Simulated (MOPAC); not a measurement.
MOPAC input (PM3):

```
PM3 PRECISE GNORM=0.05 LET XYZ CHARGE=-1 GEO-OK AUX(PRECISION=9) THREADS=1
C2H5S

C     1.53627673 1    0.57214827 1    0.32255110 1
C     0.05198928 1    0.83817034 1    0.12503813 1
S    -0.85436042 1   -0.66617625 1   -0.25128999 1
H    -1.61383760 1   -0.85876183 1    0.86582543 1
H    -0.11397751 1    1.50680258 1   -0.72768466 1
H     2.07101338 1    1.53091325 1    0.40204664 1
H     1.72829395 1    0.03199031 1    1.26074749 1
H     2.06867853 1   -0.01403613 1   -0.46583059 1
```

From the last part of the output:

```
                                                       MOPAC v23.2.5 Linux

          FINAL HEAT OF FORMATION =         -0.72920 KCAL/MOL =      -3.05098 KJ/MOL

          COSMO AREA              =         99.12 SQUARE ANGSTROMS
          COSMO VOLUME            =         82.68 CUBIC ANGSTROMS

          GRADIENT NORM           =          0.02512          =       0.00888 PER ATOM
          IONIZATION POTENTIAL    =          1.285403 EV
          HOMO LUMO ENERGIES (EV) =         -1.285  7.087
          NO. OF FILLED LEVELS    =         10
          MOLECULAR WEIGHT        =         61.1215         POINT GROUP:  C1

          MOLECULAR DIMENSIONS (Angstroms)

            Atom       Atom       Distance
            H     6    H     4     4.29600
            H     5    H     8     3.00425
            S     3    H     7     2.34624

          SCF CALCULATIONS        =         92

   ATOM   CHEMICAL          X               Y               Z
  NUMBER   SYMBOL      (ANGSTROMS)     (ANGSTROMS)     (ANGSTROMS)

     1       C          1.51646155  *   0.58039249  *   0.33598632  *
     2       C          0.10771863  *   0.69150020  *  -0.01896045  *
     3       S         -0.88201538  *  -0.60414442  *  -0.33709212  *
     4       H         -1.29346442  *  -1.02633656  *   0.87817960  *
     5       H         -0.33169312  *   1.68225362  *   0.06434051  *
     6       H          2.11513843  *   1.39863628  *  -0.09985878  *
     7       H          1.70750994  *   0.63244075  *   1.42853539  *
     8       H          1.97467311  *  -0.36208321  *  -0.00145995  *

                             CARTESIAN COORDINATES

   1    C        1.516461555     0.580392490     0.335986320
   2    C        0.107718633     0.691500203    -0.018960453
   3    S       -0.882015381    -0.604144416    -0.337092125
   4    H       -1.293464424    -1.026336555     0.878179605
   5    H       -0.331693118     1.682253622     0.064340508
   6    H        2.115138430     1.398636280    -0.099858782
   7    H        1.707509942     0.632440751     1.428535391
   8    H        1.974673109    -0.362083212    -0.001459954

           Empirical Formula: C2 H5 S  =     8 atoms

      MOLECULAR POINT GROUP   :   C1

                  EIGENVALUES
 -27.97737 -20.33950 -14.06410  -9.88307  -8.81019  -8.38338  -7.06106  -5.83287
  -3.10955  -1.28540   7.08718   8.16671   9.55874   9.86285   9.97887  11.12827
  11.44357

              NET ATOMIC CHARGES AND DIPOLE CONTRIBUTIONS

  ATOM NO.   TYPE          CHARGE      No. of ELECS.   s-Pop       p-Pop
    1          C           0.105037        3.8950     1.10265     2.79232
    2          C          -0.885004        4.8850     1.19662     3.68838
    3          S          -0.025289        6.0253     1.86378     4.16151
    4          H          -0.171217        1.1712     1.17122
    5          H           0.101398        0.8986     0.89860
    6          H          -0.038873        1.0389     1.03887
    7          H          -0.070069        1.0701     1.07007
    8          H          -0.015984        1.0160     1.01598
 DIPOLE           X         Y         Z       TOTAL
 POINT-CHG.    -0.163    -1.494    -1.232     1.943
 HYBRID         0.544     0.749     1.890     2.105
 SUM            0.380    -0.745     0.658     1.064

          ATOMIC ORBITAL ELECTRON POPULATIONS

     Atom    s        px        py        pz
    1  C   1.10265   0.94066   0.93645   0.91520
    2  C   1.19662   0.99118   0.96818   1.72902
    3  S   1.86378   1.60571   1.41691   1.13888
    4  H   1.17122
    5  H   0.89860
    6  H   1.03887
    7  H   1.07007
    8  H   1.01598

 **********************
 *                    *
 * JOB ENDED NORMALLY *
 *                    *
 **********************

 == MOPAC DONE ==
```

The dipole moment of an ion depends on the origin.
